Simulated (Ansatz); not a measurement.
**H₂S₂: one species, many methods**

An exercise on one series of results from a longer session: the logs are not shown, and one member is left open.

The runs use Ansatz 0.2.0, Gaussian basis; functionals in def2-TZVPP, the program's frozen cores in correlated methods.

Levels to be run: LDA (SPW92), PBE-D4, revPBE-D4, BLYP-D4, r2SCAN-D4, B97M-V, PBE0-D4, B3LYP-D4, r2SCANh-D4, r2SCAN0-D4, HSE06-D4, BHLYP-D4, CAM-B3LYP-D4, LC-ωPBE, ωB97X-V, ωB97M-V, B2PLYP, PBE-QIDH; CCSD(T)/def2-SVP; CCSD(T)/def2-TZVPP; CCSD(T)/def2-QZVPP; extrapolation to the limit; RPA on PBE.

1 further run of the same task is left out (it didn't finish).

## The geometry

An earlier PBE0-D4 in a triple-zeta def2 set relaxation fixed the geometry.

SMILES `SS`, 4 atoms, charge 0, spin multiplicity 1.

Atoms are counted from 1 here; the program's logs count them from 0.

Bond lengths: S1–S2 2.046 Å, S1–H3 1.347 Å, S2–H4 1.347 Å. Angles: S2–S1–H3 98.6°, S1–S2–H4 98.6°.

Set-up of the first run:

File in.yaml:

```yaml
crystal:
  periodic: [false, false, false]
  atoms:
    - {symbol: S, position_ang: [0.796772, -0.805645, 0.162097]}
    - {symbol: S, position_ang: [0.076537, 1.106367, 0.060903]}
    - {symbol: H, position_ang: [-0.213907, -1.366250, 0.853830]}
    - {symbol: H, position_ang: [-0.603901, 1.005228, -1.097129]}
basis:
  gaussian: {orbitals: def2-TZVPP}
hamiltonian: {xc: lda}
output: {orbitals: {seedname: orbitals}}
```

Command:

```bash
$ ansatz run in.yaml --threads 2 --pin off --events-out ev --progress --plain --max-ram 4352MiB
```

Steps of the session up to this table: LDA; PBE-D4 (GGA); revPBE-D4 (GGA); BLYP-D4 (GGA); r2SCAN-D4 (meta-GGA); B97M-V (meta-GGA); B3LYP-D4 (hybrid); r2SCANh-D4 (hybrid); r2SCAN0-D4 (hybrid); HSE06-D4 (hybrid); BHLYP-D4 (hybrid); CAM-B3LYP-D4 (range-separated); LC-ωPBE (range-separated); ωB97X-V (range-separated); ωB97M-V (range-separated); B2PLYP (double hybrid); PBE-QIDH (double hybrid).

One table of the session follows, with a row left open; its other results are not shown here.

It belongs to the step «Frontier levels by functional». 

```
  functional  HOMO (eV)  gap (eV)
 LDA (SPW92)      -6.37      4.26
      PBE-D4      -6.27      4.37
   revPBE-D4      -6.24      4.41
     BLYP-D4          ?         ?
   r2SCAN-D4      -6.55      4.87
      B97M-V      -6.62      5.05
     PBE0-D4      -7.52      6.63
    B3LYP-D4      -7.27      6.14
  r2SCANh-D4      -7.01      5.70
  r2SCAN0-D4      -7.70      6.94
    HSE06-D4      -7.12      5.85
    BHLYP-D4      -8.62      8.82
CAM-B3LYP-D4      -8.85      9.10
     LC-ωPBE     -10.27     11.75
     ωB97X-V      -9.89     11.26
     ωB97M-V      -9.70     10.92
```

**Question.** Estimate the row for BLYP-D4.

Worked estimate for «HOMO (eV)». Against the share of exact exchange, B3LYP-D4 (0.2, -7.27), BHLYP-D4 (0.5, -8.62) give a slope of -4.50 per unit share; at 0 the line stands at -6.37.

As computed: HOMO (eV): -6.11; gap (eV): 4.34. In «HOMO (eV)» the line misses by -0.26.
